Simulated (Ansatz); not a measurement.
# CF (SMILES [C]F): UCCSD(T)/STO-3G

Aim: the energy change on altering one bond length of CF at UCCSD(T)/STO-3G, from 2 runs. 

The calculation is run with Ansatz 0.2.0.

44 further runs of the same task are left out: 9 that didn't finish, 35 set aside as unsound or not needed.

## 1. The molecule

CF has 2 atoms, charge 0, and is taken as a doublet. SMILES: `[C]F`. The shape is that of a PBE0-D4/def2-TZVP optimisation.

Bond lengths: C1–F2 1.268 Å.

## 2. A single-point energy at UCCSD(T)/STO-3G

The input, run.yaml:

```yaml
crystal:
  periodic: [false, false, false]
  atoms:
    - {symbol: C, position_ang: [-0.000000, 0.000000, 0.003080]}
    - {symbol: F, position_ang: [0.000000, -0.000000, 1.271320]}
basis:
  gaussian: {orbitals: STO-3G}
magnetization: {spin_polarized: true, initial_magnetization: 1}
correlation: {method: ccsd_t, frozen_orbitals: {C: 1, F: 1}}
accuracy: high
scf: {omitted_lower_state_checks: [cluster_reference, increment]}
```

On the command line:

```
$ ansatz run run.yaml --threads 1 --pin off --max-ram 3480MiB --events-out events.jsonl --progress --plain --runs-dir runs
```

Standard output, shortened:

```text
Warning: RAYON_NUM_THREADS=1 ignored (pool sized by the plan → 1); use --threads N
Functional definition: HF
  name "HF"
[...]
149 factors; integrals over basis functions are off by at most 3.2e-8 eV
[...]
mean field -3681.80989094 eV, -135.3040178717 hartree, gradient 5.2e-8 eV, S^2 0.753277; 4 other end points of the search recorded, 0 dependent functions left out
2 core orbitals not correlated: weight in the atoms' cores, before any rotation towards them, 1.000 or more for the frozen orbitals, at most 0.000 for the correlated occupied ones
reference -3681.80989094 eV, -135.3040178717 hartree; 6, 5 occupied and 2, 3 virtual orbitals, 149 factors
second order -1.51353218 eV of doubles, -0.00000000 eV of singles
cycle   1  -1.63726783 eV  change   -1.2e-1 eV  update   8.4e-2
[...]
cycle  20  -1.89731812 eV  change  -4.4e-10 eV  update  8.8e-10
perturbative correction -0.14918498 eV, -0.0054824468 hartree
Total energy: -3683.85639404 eV, -135.3792254734 hartree
Checks for a lower state left out: cluster_reference, increment
```

It took 0.78 s on 1 thread of Arm Neoverse V1, shared host.

## 3. The distorted shape, same level

Changes to run.yaml since step 2:

```diff
@@ -3,3 +3,3 @@
   atoms:
-    - {symbol: C, position_ang: [-0.000000, 0.000000, 0.003080]}
+    - {symbol: C, position_ang: [-0.000000, 0.000000, -0.313980]}
     - {symbol: F, position_ang: [0.000000, -0.000000, 1.271320]}
```

On the command line:

```
$ ansatz run run.yaml --threads 1 --pin off --max-ram 3480MiB --events-out events.jsonl --progress --plain --runs-dir runs
```

Standard output, shortened:

```text
Warning: RAYON_NUM_THREADS=1 ignored (pool sized by the plan → 1); use --threads N
[... 2 set-up lines as earlier in the session ...]
[...]
149 factors; integrals over basis functions are off by at most 4.2e-8 eV
[...]
mean field -3680.16246254 eV, -135.2434759945 hartree, gradient 5.3e-8 eV, S^2 0.790080; 7 other end points of the search recorded, 0 dependent functions left out
2 core orbitals not correlated: weight in the atoms' cores, before any rotation towards them, 1.000 or more for the frozen orbitals, at most 0.000 for the correlated occupied ones
reference -3680.16246254 eV, -135.2434759945 hartree; 6, 5 occupied and 2, 3 virtual orbitals, 149 factors
second order -1.57129607 eV of doubles, -0.00000000 eV of singles
cycle   1  -1.84183470 eV  change   -2.7e-1 eV  update   1.1e-1
[...]
cycle  27  -2.33173506 eV  change   4.0e-10 eV  update  5.7e-10
perturbative correction -0.19700981 eV, -0.0072399770 hartree
Total energy: -3682.69120741 eV, -135.3364056544 hartree
Checks for a lower state left out: cluster_reference, increment
```

Wall time 0.28 s (1 thread of Arm Neoverse V1, shared host).

## 4. Outcome

At UCCSD(T)/STO-3G, 2 core orbitals frozen:

| quantity | value |
| --- | --- |
| first shape: total energy | -135.37923 Eh |
| first shape: correlation energy (2 core orbitals frozen) | -75.2 mEh |
| first shape: (T) correction | -5.48 mEh |
| first shape: ⟨S²⟩ of the reference determinant | 0.753 |
| first shape: T1 diagnostic | 0.023 |
| distorted shape: total energy | -135.33641 Eh |
| distorted shape: correlation energy (2 core orbitals frozen) | -92.9 mEh |
| distorted shape: (T) correction | -7.24 mEh |
| distorted shape: ⟨S²⟩ of the reference determinant | 0.790 |
| distorted shape: T1 diagnostic | 0.043 |
| energy change with the C1–F2 bond stretched from 1.268 to 1.585 Å | 1.165 eV |

What this shows: With the C1–F2 bond stretched from 1.268 to 1.585 Å the energy rises by 1.17 eV (112 kJ/mol). The first shape isn't relaxed at this level, so the change isn't measured from a minimum. The minimal basis adds a large error of its own. The triples (first shape) make up 7.3 % of the correlation energy. The triples (distorted shape) make up 7.8 % of the correlation energy.
